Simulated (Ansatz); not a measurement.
## Nb₃Sn: computed properties

Method: DFT PBEsol, scalar-relativistic, plane waves, PAW (Ansatz 0.2.0).

Plane waves to 420 eV, a k mesh through Γ of 8×8×8 on the computed 8-atom cell and Gaussian smearing (0.10 eV); no spin polarisation.

The structure is relaxed at this level of theory with its symmetry kept. Whether it is the stable form of this composition wasn't checked.

Space group Pm-3n (No. 223). a = 5.259 Å, b = 5.259 Å, c = 5.259 Å, α = 90.00°, β = 90.00°, γ = 90.00°
| atom | site | symmetry | x | y | z |
| --- | --- | --- | --- | --- | --- |
| Nb | 6c | -4m.2 | 0.2500 | 0.0000 | 0.5000 |
| Sn | 2a | m-3. | 0.0000 | 0.0000 | 0.0000 |

| Property | Result |
| --- | --- |
| Space group | Pm-3n (No. 223) |
| Volume per atom | 18.18 Å³ |
| Formation energy from the elements' standard states (uncorrected) | -0.213 eV/atom |
| Kohn–Sham band gap | none (metal) |
| Density of states at the Fermi level | 17.98 states/eV per cell |
| Löwdin character within 0.5 eV of the Fermi level | Nb 4d 86 % |
| Bulk modulus | 176 GPa |
| Its pressure derivative | 4.2 |
| Bader charges (e) | Nb (6 in the cell) 0.26, Sn (2 in the cell) -0.79 |

Cost: 6 runs of about 4.8 core-minutes in all, on Intel Xeon Platinum 8259CL (Skylake/Cascade Lake) (shared hosts).